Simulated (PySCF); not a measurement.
Hydrogen diatomic, H2.
InChI=1S/H2/h1H

The closed-shell ground state was solved at several levels (PySCF, density fitting, gas phase, non-relativistic). Geometry: PBE0-D3(BJ)/def2-SVP; no solvent, vibrations or thermal averaging. The dipole stays under 0.02 D at every level.

```json
{"level": "PBE0/def2-SVP", "basis functions": "10", "HOMO (eV)": "-11.80", "LUMO (eV)": "2.33", "gap (eV)": "14.13"}
{"level": "PBE0/pcSseg-1", "basis functions": "10", "HOMO (eV)": "-11.87", "LUMO (eV)": "1.96", "gap (eV)": "13.83"}
{"level": "wB97X-D/def2-SVPD", "basis functions": "16", "HOMO (eV)": "-13.85", "LUMO (eV)": "3.66", "gap (eV)": "17.51"}
{"level": "KT2/pcJ-1", "basis functions": "20", "HOMO (eV)": "-10.35", "LUMO (eV)": "1.20", "gap (eV)": "11.55"}
{"level": "PBE/pcSseg-2", "basis functions": "28", "HOMO (eV)": "-10.28", "LUMO (eV)": "0.65", "gap (eV)": "10.93"}
{"level": "CAM-B3LYP/pcJ-1", "basis functions": "20", "HOMO (eV)": "-13.53", "LUMO (eV)": "2.75", "gap (eV)": "16.28"}
{"level": "LC-wPBE/pcSseg-2", "basis functions": "28", "HOMO (eV)": "-15.01", "LUMO (eV)": "3.15", "gap (eV)": "18.16"}
{"level": "BHandHLYP/pcSseg-2", "basis functions": "28", "HOMO (eV)": "-13.49", "LUMO (eV)": "1.85", "gap (eV)": "15.34"}
{"level": "mPW1PW91/pcSseg-2", "basis functions": "28", "HOMO (eV)": "-11.94", "LUMO (eV)": "1.31", "gap (eV)": "13.25"}
{"level": "BHandHLYP/def2-SVPD", "basis functions": "16", "HOMO (eV)": "-13.41", "LUMO (eV)": "2.42", "gap (eV)": "15.83"}
{"level": "B3LYP/pcJ-2", "basis functions": "48", "HOMO (eV)": "-11.72", "LUMO (eV)": "1.01", "gap (eV)": "12.73"}
{"level": "PBE/def2-SVPD", "basis functions": "16", "HOMO (eV)": "-10.17", "LUMO (eV)": "1.06", "gap (eV)": "11.23"}
{"level": "B97-2/pcSseg-2", "basis functions": "28", "HOMO (eV)": "-11.65", "LUMO (eV)": "1.36", "gap (eV)": "13.01"}
```

Question: What might PBE0/def2-SVPD (16 basis functions) give for the same quantities?

Answer: HOMO -11.81 eV, LUMO 1.86 eV, gap 13.67 eV.

Question: Over all these levels, which gives the widest orbital gap and which the narrowest?

Answer: LC-wPBE/pcSseg-2 (range-separated hybrid) has the widest, 18.16 eV, and PBE/pcSseg-2 (GGA) the narrowest, 10.93 eV. The two share the basis. From the narrowest to the widest the HOMO moves by -4.73 eV and the LUMO by +2.50 eV.

Question: How much does the basis alone move the frontier levels among the 3 PBE0 rows (the withheld one included)?

Answer: The HOMO by 0.07 eV and the LUMO by 0.47 eV. By rising basis size (HOMO, LUMO in eV): def2-SVP -11.80, 2.33; pcSseg-1 -11.87, 1.96; def2-SVPD -11.81, 1.86.

Question: In the pcSseg-2 basis, how does the gap go with the fixed share of exact exchange?

Answer: PBE (0 %) 10.93 eV; B97-2 (21 %) 13.01 eV; mPW1PW91 (25 %) 13.25 eV; BHandHLYP (50 %) 15.34 eV. Each rise in the share widens the gap here.
